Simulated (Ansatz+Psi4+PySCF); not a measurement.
doublet CH: levels of theory in one basis

```xyz
2

C     0.0000    0.0000    0.1601
H     0.0000    0.0000   -0.9605
```

Basis set: cc-pVTZ (spherical functions). Correlated methods keep 1 orbital frozen. Correlation on ROHF uses semicanonical orbitals with singles. Charge 0, multiplicity 2.

Computed with Ansatz (development build ahead of 0.2.0) and Psi4 1.11; each method stands on the lowest determinant of its kind that the runs found.

| method | E − E(ROHF) (eV) | <S²> of the determinant |
| --- | --- | --- |
| ROHF | 0.00 | 0.75 |
| UHF | -0.21 | 1.10 |
| UHF-MP2 | -2.74 | 1.10 |
| ROHF-CCSD | -3.54 | – |
| UHF-CCSD | -3.53 | 1.10 |
| ROHF-CCSD(T) | -3.63 | – |
| UHF-CCSD(T) | -3.62 | 1.10 |

Task: What does ROHF-MP2 give on the same scale?

Result: -2.88 eV.

The restricted and unrestricted rows may stand on different electronic states: another unrestricted solution lies nearer the restricted one.

Caution for UHF, UHF-MP2, UHF-CCSD, UHF-CCSD(T): the unrestricted determinant is spin contaminated; the determinant breaks the point group. Caution for UHF-MP2, UHF-CCSD, UHF-CCSD(T): large amplitudes, a single reference is doubtful. Caution for UHF-MP2: another reference gives a lower total.
